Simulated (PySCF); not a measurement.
# EPR parameters of C4H7O

Species: C4H7O (doublet state).
Z-matrix (Å and degrees, GFN2-xTB geometry), rows numbered from 1:
```
C 
C   1  1.2950
O   2  1.3733  1  129.55
C   3  1.4127  2  116.27  1    -0.23
C   4  1.5194  3  108.17  2  -179.73
H   1  1.0608  2  144.09  3     0.11
H   2  1.0854  1  121.92  3   180.00
H   4  1.0998  3  109.63  2    59.44
H   4  1.0997  3  109.59  2   -58.99
H   5  1.0862  4  109.85  3   179.57
H   5  1.0866  4  110.00  3   -60.12
H   5  1.0867  4  109.90  3    59.36
```

The hyperfine couplings belong to this conformer and change with its torsions.

Identity: `[H]/[C]=C\OCC` [radical].

Level of theory: UKS B3LYP, pcH-1 on C H O, non-relativistic, mean-field spin-orbit, GIAO in PySCF. One conformer (not necessarily the lowest) at the GFN2-xTB geometry, without solvent, vibrations or thermal averaging. The geometry wasn't refined by DFT: couplings that depend on bond lengths, twists or pyramidal angles can differ widely from those at the functional's own minimum. The SCF solution wasn't tested for stability.

```
g1, g2, g3        : 2.00130, 2.00251, 2.00266
g_iso             : 2.00215
Form of g         : close to axial: the two nearest values differ by 11 % of g3 − g1
⟨S²⟩              : 0.7578 (exact 0.7500)
α and β electrons : 20, 19
Total energy      : -231.76462 Eh
```

Isotropic coupling and dipolar principal values T1 to T3, in MHz; ρ(0) is the spin density at the nucleus:

```
atom  isotope  a_iso     T1     T2     T3  Mulliken spin population  ρ(0) (bohr⁻³)
  C1      13C  317.7  -81.5  -61.3  142.9                      1.05         0.2826
  C2      13C   23.1  -15.9    2.4   13.5                     -0.12         0.0205
  O3      17O  -27.7  -26.0    9.2   16.7                      0.04         0.0457
  C4      13C    3.8   -1.2    0.2    1.0                      0.01         0.0033
  C5      13C   -0.5   -0.3   -0.1    0.4                      0.00        -0.0005
  H6       1H    7.7  -33.7   -6.2   39.8                     -0.01         0.0017
  H7       1H   84.4   -6.7   -4.1   10.8                      0.03         0.0189
  H8       1H   -0.5   -3.5   -2.3    5.8                      0.00        -0.0001
  H9       1H   -0.5   -3.6   -2.3    5.9                      0.00        -0.0001
 H10       1H    3.4   -0.7   -0.6    1.3                      0.00         0.0008
 H11       1H    1.1   -0.8   -0.7    1.5                      0.00         0.0002
 H12       1H    1.2   -0.8   -0.8    1.5                      0.00         0.0003
```

Largest spin populations (Mulliken): C1 (+1.05) and C2 (-0.12). C1 is the only atom above +0.15. The positive populations add up to 1.13 and the negative ones to -0.13, together 2S = 1.

Axes: g1 points within 10° of the C2–H7 bond and g2 points within 9° of the C2–O3 bond.

Under fast tumbling the dipolar parts average out, and these isotropic splittings remain: 1 × 1H (H7, I = 1/2, 2 lines) with 3.01 mT, 1 × 1H (H6, I = 1/2, 2 lines) with 0.27 mT and 3 × 1H (H10/H11/H12, I = 1/2, 4 lines) with 0.07 mT.

Nuclei that the bonding pattern makes equivalent are averaged, as if the motion that swaps them (rotation, inversion, ring flip) were fast.

The 13C coupling of C1 (317.7 MHz) shows only in satellite lines or after enrichment, since that isotope makes up about 1.07 % of natural carbon.

The 17O coupling of O3 (-27.7 MHz) shows only in satellite lines or after enrichment, since that isotope makes up about 0.038 % of natural oxygen.
